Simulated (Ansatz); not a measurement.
This script for Ansatz 0.2.0, Python API starts 8 runs on C₂H₃ClS, SMILES C=C(S)Cl. What input does the engine get in each?

Script `run_scan.py`:
```python
"""Potential curve of C2H3ClS along one bond."""

import ansatz as az
import numpy as np


def main() -> None:
    geometry_ang = [
        ("C", [-0.6863, 0.8265, 0.2582]),
        ("C", [0.0147, -0.1581, -0.158]),
        ("S", [1.3533, -0.6895, 0.7315]),
        ("Cl", [-0.2857, -0.9807, -1.6222]),
        ("H", [-0.5154, 1.4057, 1.1436]),
        ("H", [-1.5936, 1.2164, -0.3306]),
        ("H", [1.7742, -1.6883, -0.0683]),
    ]
    molecule = az.Crystal.molecule()
    for symbol, xyz in geometry_ang:
        molecule = molecule.atom(symbol, xyz)

    symbols = [site.symbol for site in molecule.cartesian_sites]
    start = np.array([site.position_ang for site in molecule.cartesian_sites])
    axis = (start[2] - start[1]) / np.linalg.norm(start[2] - start[1])
    moving = [2, 6]
    lengths, energies = [1.44, 1.56, 1.69, 1.86, 2.12, 2.54, 3.05, 3.72], []
    for length in lengths:
        xyz = start.copy()
        xyz[moving] += (length - np.linalg.norm(start[2] - start[1])) * axis
        point = az.Crystal.molecule()
        for symbol, place in zip(symbols, xyz):
            point = point.atom(symbol, place.tolist())
        job = (
            point.calculation()
            .basis(gaussian="cc-pVDZ")
            .functional("cam_b3lyp")
        )
        data = job.run().report
        energies.append(data["free_energy_ev"])
        print(f"r = {length:6.3f} A  E = {energies[-1]:.5f} eV  <S^2> = {abs(data['mean_field']['state']['spin_squared']):.3f}")

    print("energy above the lowest point (eV):", [round(e - min(energies), 3) for e in energies])


if __name__ == "__main__":
    main()
```

Run 1:
```yaml
crystal:
  periodic: [false, false, false]
  atoms:
    - { symbol: C, position_ang: [-0.6863, 0.8265, 0.2582] }
    - { symbol: C, position_ang: [0.0147, -0.1581, -0.158] }
    - { symbol: S, position_ang: [1.1534206218130492, -0.6101515003970226, 0.5986801083988551] }
    - { symbol: Cl, position_ang: [-0.2857, -0.9807, -1.6222] }
    - { symbol: H, position_ang: [-0.5154, 1.4057, 1.1436] }
    - { symbol: H, position_ang: [-1.5936, 1.2164, -0.3306] }
    - { symbol: H, position_ang: [1.5743206218130492, -1.6089515003970225, -0.201119891601145] }
basis:
  gaussian:
    orbitals: cc-pVDZ
hamiltonian:
  xc: cam_b3lyp
```

Run 2, against run 1:
```diff
-    - { symbol: S, position_ang: [1.1534206218130492, -0.6101515003970226, 0.5986801083988551] }
+    - { symbol: S, position_ang: [1.2483140069641367, -0.6478224587634411, 0.6617367840987597] }
-    - { symbol: H, position_ang: [1.5743206218130492, -1.6089515003970225, -0.201119891601145] }
+    - { symbol: H, position_ang: [1.6692140069641368, -1.646622458763441, -0.13806321590124032] }
```

Run 3, against run 1:
```diff
-    - { symbol: S, position_ang: [1.1534206218130492, -0.6101515003970226, 0.5986801083988551] }
+    - { symbol: S, position_ang: [1.351115174211148, -0.6886326636603946, 0.7300481827736562] }
-    - { symbol: H, position_ang: [1.5743206218130492, -1.6089515003970225, -0.201119891601145] }
+    - { symbol: H, position_ang: [1.772015174211148, -1.6874326636603945, -0.06975181722634374] }
```

Run 4, against run 1:
```diff
-    - { symbol: S, position_ang: [1.1534206218130492, -0.6101515003970226, 0.5986801083988551] }
+    - { symbol: S, position_ang: [1.4855474698418554, -0.7419998546794875, 0.8193784733485212] }
-    - { symbol: H, position_ang: [1.5743206218130492, -1.6089515003970225, -0.201119891601145] }
+    - { symbol: H, position_ang: [1.9064474698418554, -1.7407998546794874, 0.019578473348521183] }
```

Run 5, against run 1:
```diff
-    - { symbol: S, position_ang: [1.1534206218130492, -0.6101515003970226, 0.5986801083988551] }
+    - { symbol: S, position_ang: [1.6911498043358781, -0.8236202644733943, 0.9560012706983145] }
-    - { symbol: H, position_ang: [1.5743206218130492, -1.6089515003970225, -0.201119891601145] }
+    - { symbol: H, position_ang: [2.112049804335878, -1.8224202644733942, 0.1562012706983145] }
```

Run 6, against run 1:
```diff
-    - { symbol: S, position_ang: [1.1534206218130492, -0.6101515003970226, 0.5986801083988551] }
+    - { symbol: S, position_ang: [2.023276652364684, -0.9554686187558592, 1.1766996356479806] }
-    - { symbol: H, position_ang: [1.5743206218130492, -1.6089515003970225, -0.201119891601145] }
+    - { symbol: H, position_ang: [2.444176652364684, -1.954268618755859, 0.37689963564798057] }
```

Run 7, against run 1:
```diff
-    - { symbol: S, position_ang: [1.1534206218130492, -0.6101515003970226, 0.5986801083988551] }
+    - { symbol: S, position_ang: [2.4265735392568057, -1.115570191813138, 1.444690507372575] }
-    - { symbol: H, position_ang: [1.5743206218130492, -1.6089515003970225, -0.201119891601145] }
+    - { symbol: H, position_ang: [2.847473539256806, -2.114370191813138, 0.6448905073725749] }
```

Run 8, against run 1:
```diff
-    - { symbol: S, position_ang: [1.1534206218130492, -0.6101515003970226, 0.5986801083988551] }
+    - { symbol: S, position_ang: [2.956394939683711, -1.325899709358975, 1.7967569466970426] }
-    - { symbol: H, position_ang: [1.5743206218130492, -1.6089515003970225, -0.201119891601145] }
+    - { symbol: H, position_ang: [3.3772949396837113, -2.324699709358975, 0.9969569466970425] }
```

Output of `python run_scan.py`:
```text
r =  1.440 A  E = -25476.85684 eV  <S^2> = 0.000
r =  1.560 A  E = -25478.50704 eV  <S^2> = 0.000
r =  1.690 A  E = -25479.23947 eV  <S^2> = 0.000
r =  1.860 A  E = -25479.32002 eV  <S^2> = 0.000
r =  2.120 A  E = -25478.64421 eV  <S^2> = 0.000
r =  2.540 A  E = -25477.16119 eV  <S^2> = 0.000
r =  3.050 A  E = -25475.71160 eV  <S^2> = 0.000
r =  3.720 A  E = -25474.51056 eV  <S^2> = 0.000
energy above the lowest point (eV): [2.463, 0.813, 0.081, 0.0, 0.676, 2.159, 3.608, 4.809]
```

Total energies depend on the basis set; only differences at equal settings carry meaning. The rest of the molecule is held rigid at a force-field or estimated start geometry, and the basis set is modest; single-reference methods fail as a bond breaks. The orbitals are restricted, so S² is zero by construction. Toward dissociation an unrestricted state can lie under the restricted one, by tenths of an eV for polar bonds under a functional and by 1 to 2 eV or more for others. Timing: 12 s on 1 thread of Intel(R) Xeon(R) 6975P-C (Granite Rapids), on a shared host, peak memory 0.24 GiB.
